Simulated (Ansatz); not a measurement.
We consider zinc-blende BeTe, described by r²SCAN+rVV10 (plane waves, PAW; Ansatz, an electronic-structure program).

The input as run:

Ansatz 0.2 input:
```yaml
crystal:
  lattice:
    - [0.0, 2.8183218791, 2.8183218791]
    - [2.8183218791, 0.0, 2.8183218791]
    - [2.8183218791, 2.8183218791, 0.0]
  atoms:
    - { symbol: Be, position: [0.0, 0.0, 0.0] }
    - { symbol: Te, position: [0.25, 0.25, 0.25] }
basis:
  ecutwfc: 560
  ecutrho_ratio: 4
  xc_grid: 3
kpoints:
  mp_grid: { grid: [10, 10, 10] }
hamiltonian:
  xc: r2scan
  dispersion: rvv10
  pseudopotentials: { kind: paw }
scf:
  occupations: { method: fermi_dirac, width: 0.01 }
  convergence: { dr2_threshold: 0.0000000002 }
output:
  forces: true
  stress: true
  eigenvalues: true
```

Output (set-up and result lines):

```
Crystal: 2 atoms, lattice volume = 44.772 Å³
Basis set: ecut = 560 eV, 1363 PW (Γ), exchange–correlation on 96×96×96 points (27 copies of the dense FFT grid, shifted against one another)
Bands: 13, of which v1, the nominal top of the filled ones, is band 9 counted from 1 (8 counted from 0)
Symmetry: 24 space group operations
Space group: F-43m (ITA 216), of the structure as read, at distance tolerance 3.6e-5 Å
k-points: 47 of 1000 (time reversal used)
Functional: x = r2scan, c = r2scan + rvv10(b = 11.95, C = 0.0093); τ floored in thin density (d = 2e-4 eV/Å³)
SCF iter   1: F=—  HF=-7086.948395 eV  |F-HF|=—  |Δ(HF+E_count)|=         —  Δρ=3.67e-3  dr2=9.73e-3  dr2_τ=1.68e-2
SCF iter   2: F=—  HF=-7086.980674 eV  |F-HF|=—  |Δ(HF+E_count)|=   3.23e-2  Δρ=1.69e-3  dr2=1.07e-3  dr2_τ=3.38e-5
  ...
SCF iter   6: F=—  HF=-7086.981185 eV  |F-HF|=—  |Δ(HF+E_count)|=   1.16e-6  Δρ=4.20e-6  dr2=5.67e-9  dr2_τ=9.34e-11
SCF iter   7: F=-7086.981185 eV  HF=-7086.981185 eV  |F-HF|=1.62e-10  |Δ(HF+E_count)|=   1.15e-8  Δρ=4.55e-7  dr2=6.60e-11  dr2_τ=4.66e-12
SCF 1 converged in 7 iterations: F = -7086.981185 eV  dr2 = 6.60e-11
SCF converged after 7 iterations
Free energy (F): -7086.981185 eV
Internal energy: -7086.981185 eV  (E = F + TS)
E sigma→0 (E₀):  -7086.981185 eV
Fermi energy:    8.352405 eV
--- Stress (GPa, compression-positive) ---
        0.001946       0.000000      -0.000000
       -0.000000       0.001946       0.000000
       -0.000000       0.000000       0.001946
  P = ⅓ Tr σ = 0.0019 GPa (0.019 kbar)
```

The PAW data were made under PBE.
